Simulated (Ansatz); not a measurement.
Species: SiH2, charge 1, doublet. SiH2+ (parent SMILES [SiH2], doublet).
B3LYP-D3(BJ)/def2-TZVP minimum from Ansatz (an electronic-structure program):
```
Si
H 1 1.4893
H 1 1.4893 2 119.40
```
Charge +1, spin multiplicity 2.

Hartree-Fock and CCSD correlation energies in hartree (Ansatz). Open shells are spin-unrestricted; no spin-orbit coupling. Cores are frozen in correlated methods. No relativity.

| basis | X | E(HF) | E(corr, CCSD) |
|---|---|---|---|
| cc-pV(T+d)Z | 3 | -289.74201 | -0.09597 |
| cc-pV(Q+d)Z | 4 | -289.74524 | -0.10008 |
| cc-pV(5+d)Z | 5 | -289.74584 | withheld |

Fit E(corr) = E∞ + A/X³ to X = 3 and 4, predict X = 5, and compare with the run.

A = (-0.09597 - (-0.10008))/(1/27 - 1/64) = 0.1919; E∞ = -0.10008 - A/64 = -0.10308; at X = 5, E∞ + A/125 = -0.10154. The run gave -0.10127, 0.27 mEh above the prediction. The same form on X = 4 and 5 gives E∞ = -0.10252, 0.56 mEh above the first estimate.
